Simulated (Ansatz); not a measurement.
# SiH₄S (triplet): wave-function methods side by side at distance Si1–H5 along a hydrogen transfer = 1.720 Å, cc-pVDZ

Aim: climb from Hartree-Fock through coupled cluster and multireference methods for SiH₄S (triplet) at one geometry and basis, and see what each rung misses.

Computed with Ansatz 0.2.0, Gaussian basis. Level: cc-pVDZ, core rule «outside noble gas», up to 10 orbitals frozen.

Plan: UHF; CCSD(T) on ROHF; CCSD(T) on UHF; BCCD(T) on ROHF; CISD; CCSDT(Q) on ROHF; CCSDT(Q) on UHF; CASSCF and MRCISD+Q, 4 electrons in 4 orbitals; CASSCF and NEVPT2, 4 electrons in 4 orbitals.

11 further runs of the same task are left out: 1 for a mislabelled method, 7 that didn't finish, 3 set aside as unsound or not needed.

## Step 1: The system

The geometry derives from fragments relaxed apart (PBE0/def2-TZVP) and kept rigid, so it is no stationary point. A hydrogen atom is moved between rigid fragments.

6 atoms, charge 0, spin multiplicity 3.

Atoms are counted from 1 here; the program's logs count them from 0.

Bond lengths: Si1–H2 1.485 Å, Si1–H3 1.485 Å, Si1–H4 1.485 Å, Si1–H5 1.720 Å. Angles: H2–Si1–H3 109.5°, H2–Si1–H4 109.5°, H2–Si1–H5 109.5°, H3–Si1–H4 109.5°, H3–Si1–H5 109.5°, H4–Si1–H5 109.5°.

In the tables R marks a restricted open-shell determinant and U an unrestricted one; 'pair' is the active space of 4 electrons in 4 orbitals; energies count from the table's Hartree-Fock row.

## Step 2: UHF

in.yaml

```yaml
crystal:
  periodic: [false, false, false]
  atoms:
    - {symbol: Si, position_ang: [-1.847194, 0.000000, 0.000000]}
    - {symbol: H, position_ang: [-2.342066, 1.399708, 0.000001]}
    - {symbol: H, position_ang: [-2.342066, -0.699854, 1.212183]}
    - {symbol: H, position_ang: [-2.342066, -0.699854, -1.212182]}
    - {symbol: H, position_ang: [-0.127194, 0.000000, 0.000000]}
    - {symbol: S, position_ang: [1.842806, 0.000000, 0.000000]}
basis:
  gaussian: {orbitals: cc-pVDZ}
magnetization: {spin_polarized: true, initial_magnetization: 2}
hamiltonian: {xc: hf}
output: {orbitals: {seedname: orbitals}}
```

The run is started by

```
$ ansatz run in.yaml --threads 1 --pin off --events-out ev --progress --plain --max-ram 2393MiB
```

The log of the run:

```text
Functional definition: HF
  name "HF"
  cite "Fock, Z. Phys. 61, 126 (1930) doi:10.1007/BF01340294"
  parent pbe
  exchange = exact_x
  correlation = 0
547 factors; integrals over basis functions are off by at most 1.5e-3 eV
mean field evaluation 1: about -18739.4710 eV, gradient 9.1e0 eV
mean field evaluation 2: about -18739.4980 eV, gradient 9.1e0 eV
mean field evaluation 4: about -18740.7569 eV, gradient 1.3e0 eV
mean field evaluation 8: about -18740.8049 eV, gradient 7.2e-2 eV
mean field evaluation 16: about -18740.8051 eV, gradient 5.3e-6 eV
mean field evaluation 32: about -18740.8051 eV, gradient 1.7e-4 eV
mean field evaluation 64: about -18740.5716 eV, gradient 6.3e-1 eV
mean field evaluation 96: about -18740.8050 eV, gradient 5.4e-2 eV
mean field evaluation 128: about -18740.8051 eV, gradient 1.8e-3 eV
mean field evaluation 160: about -18740.8051 eV, gradient 1.1e-5 eV
mean field -18740.80507093 eV, -688.7118833826 hartree, gradient 2.5e-6 eV, S^2 2.022956; 3 other end points of the search recorded, 0 dependent functions left out
reference -18740.80507093 eV, -688.7118833826 hartree; 18, 16 occupied and 38, 40 virtual orbitals, 547 factors
Total energy: -18740.80507093 eV, -688.7118833826 hartree
```

It took 2.6 s on 1 thread of Arm Neoverse V2, shared host.

From the report: ⟨S²⟩ of the determinant 2.023 (pure triplet: 2.00).

## Step 3: CCSD(T) on ROHF

Changes to in.yaml since step 2:

```diff
@@ -11,4 +11,3 @@
   gaussian: {orbitals: cc-pVDZ}
-magnetization: {spin_polarized: true, initial_magnetization: 2}
-hamiltonian: {xc: hf}
-output: {orbitals: {seedname: orbitals}}
+magnetization: {spin_polarized: false, initial_magnetization: 2}
+correlation: {method: ccsd_t, electrons: outside_noble_gas}
```

The command is unchanged.

The log of the run, cut to the lines that bear on the results:

```text
Functional definition: HF
  name "HF"
  cite "Fock, Z. Phys. 61, 126 (1930) doi:10.1007/BF01340294"
  parent pbe
[...]
547 factors; integrals over basis functions are off by at most 1.5e-3 eV
[...]
mean field -18740.64403575 eV, -688.7059654492 hartree, gradient 9.1e-7 eV, S^2 2.000000; 10 other end points of the search recorded, 0 dependent functions left out
[...]
determinant -18740.64403575 eV, -688.7059654492 hartree, with singles and doubles -18747.81747216 eV, -688.9695843746 hartree
determinant -18740.13042698 eV, -688.6870906751 hartree, with singles and doubles -18747.27256663 eV, -688.9495594660 hartree
determinant -18740.64403575 eV, -688.7059654492 hartree, with singles and doubles -18747.81782461 eV, -688.9695973270 hartree
determinant -18740.13042698 eV, -688.6870906751 hartree, with singles and doubles -18747.27242682 eV, -688.9495543279 hartree
[...]
10 core orbitals not correlated: weight in the atoms' cores, before any rotation towards them, 1.000 or more for the frozen orbitals, at most 0.000 for the correlated occupied ones
reference -18740.64403575 eV, -688.7059654492 hartree; 8, 6 occupied and 38, 40 virtual orbitals, 547 factors
second order -5.75401012 eV of doubles, -0.09003815 eV of singles
cycle   1  -7.17378876 eV  change    9.5e-8 eV  update   1.7e-6
perturbative correction -0.13130813 eV, -0.0048254849 hartree
Total energy: -18747.94913264 eV, -688.9744228083 hartree
```

It took 8.5 s on 1 thread of Arm Neoverse V2, shared host.

From the report: correlation -7.3051 eV; T1 0.019; largest double amplitude 0.04.

## Step 4: CCSD(T) on UHF

Changes to in.yaml since step 3:

```diff
@@ -11,3 +11,3 @@
   gaussian: {orbitals: cc-pVDZ}
-magnetization: {spin_polarized: false, initial_magnetization: 2}
+magnetization: {spin_polarized: true, initial_magnetization: 2}
 correlation: {method: ccsd_t, electrons: outside_noble_gas}
```

Same command.

The log of the run, cut to the lines that bear on the results:

```text
Functional definition: HF
  name "HF"
  cite "Fock, Z. Phys. 61, 126 (1930) doi:10.1007/BF01340294"
  parent pbe
[...]
547 factors; integrals over basis functions are off by at most 1.5e-3 eV
[...]
mean field -18740.80507093 eV, -688.7118833826 hartree, gradient 2.0e-6 eV, S^2 2.022956; 10 other end points of the search recorded, 0 dependent functions left out
determinant -18740.80507093 eV, -688.7118833826 hartree, with singles and doubles -18747.82110167 eV, -688.9697177566 hartree
determinant -18740.25121800 eV, -688.6915296628 hartree, with singles and doubles -18747.27578673 eV, -688.9496778023 hartree
determinant -18740.80507093 eV, -688.7118833826 hartree, with singles and doubles -18747.82130807 eV, -688.9697253418 hartree
determinant -18740.25121800 eV, -688.6915296628 hartree, with singles and doubles -18747.27567032 eV, -688.9496735243 hartree
10 core orbitals not correlated: weight in the atoms' cores, before any rotation towards them, 1.000 or more for the frozen orbitals, at most 0.000 for the correlated occupied ones
reference -18740.80507093 eV, -688.7118833826 hartree; 8, 6 occupied and 38, 40 virtual orbitals, 547 factors
second order -5.66518962 eV of doubles, -0.00000000 eV of singles
cycle   1  -7.01623674 eV  change    4.1e-7 eV  update   1.5e-6
perturbative correction -0.12820673 eV, -0.0047115106 hartree
Total energy: -18747.94951440 eV, -688.9744368374 hartree
```

It took 7.5 s on 1 thread of Arm Neoverse V2, shared host.

From the report: ⟨S²⟩ of the determinant 2.023 (pure triplet: 2.00); correlation -7.1444 eV; T1 0.012; largest double amplitude 0.04.

## Step 5: BCCD(T) on ROHF

Changes to in.yaml since step 4:

```diff
@@ -11,3 +11,3 @@
   gaussian: {orbitals: cc-pVDZ}
-magnetization: {spin_polarized: true, initial_magnetization: 2}
-correlation: {method: ccsd_t, electrons: outside_noble_gas}
+magnetization: {spin_polarized: false, initial_magnetization: 2}
+correlation: {method: bccd_t, electrons: outside_noble_gas}
```

The command is unchanged.

The log of the run, cut to the lines that bear on the results:

```text
Functional definition: HF
  name "HF"
  cite "Fock, Z. Phys. 61, 126 (1930) doi:10.1007/BF01340294"
  parent pbe
[...]
547 factors; integrals over basis functions are off by at most 1.5e-3 eV
[...]
mean field -18740.64403575 eV, -688.7059654492 hartree, gradient 9.1e-7 eV, S^2 2.000000; 10 other end points of the search recorded, 0 dependent functions left out
[...]
determinant -18740.64403575 eV, -688.7059654492 hartree, with singles and doubles -18747.81747216 eV, -688.9695843746 hartree
determinant -18740.13042698 eV, -688.6870906751 hartree, with singles and doubles -18747.27256663 eV, -688.9495594660 hartree
determinant -18740.64403575 eV, -688.7059654492 hartree, with singles and doubles -18747.81782461 eV, -688.9695973270 hartree
determinant -18740.13042698 eV, -688.6870906751 hartree, with singles and doubles -18747.27242682 eV, -688.9495543279 hartree
[...]
10 core orbitals not correlated: weight in the atoms' cores, before any rotation towards them, 1.000 or more for the frozen orbitals, at most 0.000 for the correlated occupied ones
reference -18740.64403575 eV, -688.7059654492 hartree; 8, 6 occupied and 38, 40 virtual orbitals, 547 factors
second order -5.75401012 eV of doubles, -0.09003815 eV of singles
cycle   1  -7.17419672 eV  change   -4.1e-4 eV  update   4.5e-3
[...]
cycle   8  -7.17118319 eV  change   -5.0e-6 eV  update   7.8e-6
perturbative correction -0.13453912 eV, -0.0049442216 hartree
Total energy: -18747.94975807 eV, -688.9744457922 hartree
```

It took 9 s on 1 thread of Arm Neoverse V2, shared host.

From the report: correlation -7.3057 eV; largest double amplitude 0.04.

## Step 6: CISD

Changes to in.yaml since step 5:

```diff
@@ -12,2 +12,2 @@
 magnetization: {spin_polarized: false, initial_magnetization: 2}
-correlation: {method: bccd_t, electrons: outside_noble_gas}
+correlation: {active_space: {ras: {orbitals: [6, 2, 38], electrons: 14, max_holes: 2, max_particles: 2}, fixed_orbitals: true}}
```

Launched as before.

The log of the run:

```text
Functional definition: HF
  name "HF"
  cite "Fock, Z. Phys. 61, 126 (1930) doi:10.1007/BF01340294"
  parent pbe
  exchange = exact_x
  correlation = 0
547 factors; integrals over basis functions are off by at most 1.5e-3 eV
mean field evaluation 1: about -18739.3220 eV, gradient 1.1e1 eV
mean field evaluation 2: about -18739.3474 eV, gradient 1.1e1 eV
mean field evaluation 4: about -18740.5940 eV, gradient 1.6e0 eV
mean field evaluation 8: about -18740.6437 eV, gradient 1.4e-1 eV
mean field evaluation 16: about -18740.5901 eV, gradient 3.2e0 eV
mean field evaluation 32: about -18740.6435 eV, gradient 6.2e-2 eV
mean field evaluation 64: about -18740.6440 eV, gradient 1.9e-2 eV
mean field evaluation 96: about -18740.6440 eV, gradient 5.9e-5 eV
mean field -18740.64403575 eV, -688.7059654492 hartree, gradient 9.1e-7 eV, S^2 2.000000; 8 other end points of the search recorded, 0 dependent functions left out
reference -18740.64403575 eV, -688.7059654492 hartree; 18, 16 occupied and 38, 40 virtual orbitals, 547 factors
state -18747.15250420 eV, -688.9451472529 hartree
Total energy: -18747.15250420 eV, -688.9451472529 hartree
```

It took 7.5 s on 1 thread of Arm Neoverse V2, shared host.

From the report: 226,262 determinants.

## Step 7: CCSDT(Q) on ROHF

Changes to in.yaml since step 6:

```diff
@@ -12,2 +12,2 @@
 magnetization: {spin_polarized: false, initial_magnetization: 2}
-correlation: {active_space: {ras: {orbitals: [6, 2, 38], electrons: 14, max_holes: 2, max_particles: 2}, fixed_orbitals: true}}
+correlation: {method: ccsdt_q, electrons: outside_noble_gas}
```

Same command.

The log of the run, cut to the lines that bear on the results:

```text
Functional definition: HF
  name "HF"
  cite "Fock, Z. Phys. 61, 126 (1930) doi:10.1007/BF01340294"
  parent pbe
[...]
1065 factors; integrals over basis functions are off by at most 1.6e-7 eV
[...]
mean field -18740.64409533 eV, -688.7059676387 hartree, gradient 7.4e-10 eV, S^2 2.000000; 10 other end points of the search recorded, 0 dependent functions left out
[...]
determinant -18740.64409533 eV, -688.7059676387 hartree, with singles and doubles -18747.81752019 eV, -688.9695861397 hartree
determinant -18740.13047965 eV, -688.6870926104 hartree, with singles and doubles -18747.27260597 eV, -688.9495609116 hartree
determinant -18740.64409533 eV, -688.7059676387 hartree, with singles and doubles -18747.81787276 eV, -688.9695990966 hartree
determinant -18740.13047965 eV, -688.6870926104 hartree, with singles and doubles -18747.27246639 eV, -688.9495557823 hartree
10 core orbitals not correlated: weight in the atoms' cores, before any rotation towards them, 1.000 or more for the frozen orbitals, at most 0.000 for the correlated occupied ones
reference -18740.64409533 eV, -688.7059676387 hartree; 8, 6 occupied and 38, 40 virtual orbitals, 1065 factors
second order -5.75405587 eV of doubles, -0.09003824 eV of singles
cycle   1  -6.83107041 eV  change   -9.9e-1 eV  update   7.7e-2
[...]
cycle  15  -7.33404991 eV  change   -3.9e-7 eV  update   1.2e-6
perturbative correction -0.00658039 eV, -0.0002418247 hartree
Total energy: -18747.98472563 eV, -688.9757308266 hartree
```

It took 81 s on 1 thread of Arm Neoverse V2, shared host; peak memory 0.92 GiB.

From the report: correlation -7.3406 eV; T1 0.019; largest double amplitude 0.05.

## Step 8: CCSDT(Q) on UHF

Changes to in.yaml since step 7:

```diff
@@ -11,3 +11,3 @@
   gaussian: {orbitals: cc-pVDZ}
-magnetization: {spin_polarized: false, initial_magnetization: 2}
+magnetization: {spin_polarized: true, initial_magnetization: 2}
 correlation: {method: ccsdt_q, electrons: outside_noble_gas}
```

Launched as before.

The log of the run, cut to the lines that bear on the results:

```text
Functional definition: HF
  name "HF"
  cite "Fock, Z. Phys. 61, 126 (1930) doi:10.1007/BF01340294"
  parent pbe
[...]
1065 factors; integrals over basis functions are off by at most 1.6e-7 eV
[...]
mean field -18740.80513024 eV, -688.7118855623 hartree, gradient 2.3e-6 eV, S^2 2.022956; 10 other end points of the search recorded, 0 dependent functions left out
determinant -18740.80513024 eV, -688.7118855623 hartree, with singles and doubles -18747.82115009 eV, -688.9697195361 hartree
determinant -18740.25127179 eV, -688.6915316397 hartree, with singles and doubles -18747.27582719 eV, -688.9496792894 hartree
determinant -18740.80513024 eV, -688.7118855623 hartree, with singles and doubles -18747.82135627 eV, -688.9697271132 hartree
determinant -18740.25127179 eV, -688.6915316397 hartree, with singles and doubles -18747.27571559 eV, -688.9496751882 hartree
10 core orbitals not correlated: weight in the atoms' cores, before any rotation towards them, 1.000 or more for the frozen orbitals, at most 0.000 for the correlated occupied ones
reference -18740.80513024 eV, -688.7118855623 hartree; 8, 6 occupied and 38, 40 virtual orbitals, 1065 factors
second order -5.66523532 eV of doubles, -0.00000000 eV of singles
cycle   1  -6.65930706 eV  change   -9.9e-1 eV  update   7.7e-2
[...]
cycle  15  -7.17345681 eV  change   -7.6e-7 eV  update   1.6e-6
perturbative correction -0.00650835 eV, -0.0002391776 hartree
Total energy: -18747.98509541 eV, -688.9757444155 hartree
```

Run time: 67 s. Hardware: 1 thread of Arm Neoverse V2, shared host; peak memory 0.71 GiB.

From the report: ⟨S²⟩ of the determinant 2.023 (pure triplet: 2.00); correlation -7.1800 eV; T1 0.013; largest double amplitude 0.04.

## Step 9: CASSCF and MRCISD+Q, 4 electrons in 4 orbitals

Changes to in.yaml since step 8:

```diff
@@ -11,3 +11,3 @@
   gaussian: {orbitals: cc-pVDZ}
-magnetization: {spin_polarized: true, initial_magnetization: 2}
-correlation: {method: ccsdt_q, electrons: outside_noble_gas}
+magnetization: {spin_polarized: false, initial_magnetization: 2}
+correlation: {method: fic_mrcisd_q, electrons: outside_noble_gas, active_space: {window: {electrons: 4, orbitals: 4}}}
```

Launched as before.

The log of the run, cut to the lines that bear on the results:

```text
Functional definition: HF
  name "HF"
  cite "Fock, Z. Phys. 61, 126 (1930) doi:10.1007/BF01340294"
  parent pbe
[...]
547 factors; integrals over basis functions are off by at most 1.5e-3 eV
[...]
mean field -18740.64403575 eV, -688.7059654492 hartree, gradient 9.1e-7 eV, S^2 2.000000; 8 other end points of the search recorded, 0 dependent functions left out
reference -18740.64403575 eV, -688.7059654492 hartree; 18, 16 occupied and 38, 40 virtual orbitals, 547 factors
state -18741.14007981 eV, -688.7241947321 hartree
contracted CI cycle   1: correlation 0.00000000 eV, 0.0000000000 hartree, residual 1.94e1 eV
contracted CI cycle   2: correlation -5.99528588 eV, -0.2203226925 hartree, residual 2.50e0 eV
contracted CI cycle   3: correlation -6.10945685 eV, -0.2245183980 hartree, residual 5.53e-1 eV
contracted CI cycle   4: correlation -6.11485390 eV, -0.2247167359 hartree, residual 1.29e-1 eV
contracted CI cycle   5: correlation -6.11515345 eV, -0.2247277442 hartree, residual 3.29e-2 eV
contracted CI cycle   6: correlation -6.11517311 eV, -0.2247284668 hartree, residual 9.27e-3 eV
contracted CI cycle   7: correlation -6.11517469 eV, -0.2247285249 hartree, residual 2.74e-3 eV
contracted CI cycle   8: correlation -6.11517483 eV, -0.2247285300 hartree, residual 8.46e-4 eV
state -18741.14007981 eV, -688.7241947321 hartree; corrected -18747.93777801 eV, -688.9740055334 hartree
Total energy: -18747.93777801 eV, -688.9740055334 hartree
```

It took 3.8 s on 1 thread of Arm Neoverse V2, shared host.

From the report: 18 determinants; active occupations 1.97, 1.00, 1.00, 0.03.

## Step 10: CASSCF and NEVPT2, 4 electrons in 4 orbitals

Changes to in.yaml since step 9:

```diff
@@ -12,2 +12,2 @@
 magnetization: {spin_polarized: false, initial_magnetization: 2}
-correlation: {method: fic_mrcisd_q, electrons: outside_noble_gas, active_space: {window: {electrons: 4, orbitals: 4}}}
+correlation: {method: sc_nevpt2, electrons: outside_noble_gas, active_space: {window: {electrons: 4, orbitals: 4}}}
```

Same command.

The log of the run, cut to the lines that bear on the results:

```text
Functional definition: HF
  name "HF"
  cite "Fock, Z. Phys. 61, 126 (1930) doi:10.1007/BF01340294"
  parent pbe
[...]
547 factors; integrals over basis functions are off by at most 1.5e-3 eV
[...]
mean field -18740.64403575 eV, -688.7059654492 hartree, gradient 9.1e-7 eV, S^2 2.000000; 8 other end points of the search recorded, 0 dependent functions left out
reference -18740.64403575 eV, -688.7059654492 hartree; 18, 16 occupied and 38, 40 virtual orbitals, 547 factors
state -18741.14007981 eV, -688.7241947321 hartree
state -18741.14007981 eV, -688.7241947321 hartree; corrected -18746.55020736 eV, -688.9230132522 hartree
Total energy: -18746.55020736 eV, -688.9230132522 hartree
```

It took 3.3 s on 1 thread of Arm Neoverse V2, shared host.

From the report: 18 determinants; active occupations 1.97, 1.00, 1.00, 0.03.

## Step 11: All levels against the top one

The yardstick is UCCSDT(Q), where the cluster series has nearly closed. Rows without a time come out of other runs: HF, MP2 and CCSD of CCSD(T), CCSDT of CCSDT(Q), CASSCF and MRCISD of the multireference runs.

Differences are taken before rounding.

| method | energy from the lowest RHF (meV) | from UCCSDT(Q) (meV) | time |
| --- | --- | --- | --- |
| RHF | 0.0 | +7341.1 |  |
| UHF | -161.0 | +7180.0 |  |
| RMP2 | -5844.0 | +1497.0 |  |
| UMP2 | -5826.2 | +1514.8 |  |
| CISD | -6508.5 | +832.6 | 7.5 s |
| RCCSD | -7173.8 | +167.3 |  |
| UCCSD | -7177.3 | +163.8 |  |
| RCCSD(T) | -7305.1 | +36.0 | 8.5 s |
| UCCSD(T) | -7305.5 | +35.6 | 7.5 s |
| BCCD(T) | -7305.7 | +35.3 | 9 s |
| RCCSDT | -7334.1 | +7.0 |  |
| UCCSDT | -7334.6 | +6.5 |  |
| RCCSDT(Q) | -7340.7 | +0.4 | 81 s |
| UCCSDT(Q) | -7341.1 | 0 | 67 s |
| CASSCF pair | -496.0 | +6845.0 |  |
| NEVPT2 pair | -5906.2 | +1434.9 | 3.3 s |
| MRCISD pair | -6611.2 | +729.8 |  |
| MRCISD+Q pair | -7293.7 | +47.3 | 3.8 s |

Among the levels timed on like hardware and quicker than the yardstick, those that no quicker one beats, quickest first: NEVPT2 pair (3.3 s, +1434.9 meV); MRCISD+Q pair (3.8 s, +47.3 meV); UCCSD(T) (7.5 s, +35.6 meV); BCCD(T) (9 s, +35.3 meV).

## Step 12: Results

```
                         quantity                                                   value
   UCCSDT(Q) below the RHF energy                                              -7.3411 eV
              RMP2 from UCCSDT(Q)                                             +1497.0 meV
              UMP2 from UCCSDT(Q)                                             +1514.8 meV
             RCCSD from UCCSDT(Q)                                              +167.3 meV
          RCCSD(T) from UCCSDT(Q)                                               +36.0 meV
          UCCSD(T) from UCCSDT(Q)                                               +35.6 meV
         RCCSDT(Q) from UCCSDT(Q)                                                +0.4 meV
       NEVPT2 pair from UCCSDT(Q)                                             +1434.9 meV
     MRCISD+Q pair from UCCSDT(Q)                                               +47.3 meV
levels within 1 kcal/mol (43 meV)  RCCSD(T), UCCSD(T), BCCD(T), RCCSDT, UCCSDT, RCCSDT(Q)
                    T1 diagnostic                                                   0.019
```

RCCSD(T) lands +36.0 meV from the yardstick (0.5 % of the correlation energy). Of the multireference levels listed MRCISD+Q pair comes nearest in total energy (+47.3 meV), which doesn't show that its space is the better one. These misses are within one basis, not against nature; the frozen cores of restricted and unrestricted runs differ, which can shift their rows.

For cost: BCCD(T) gets within 35.3 meV in 9 s, where UCCSDT(Q) took 67 s; the quickest level in the cost chart, NEVPT2 pair, takes 3.3 s and misses by 1434.9 meV.
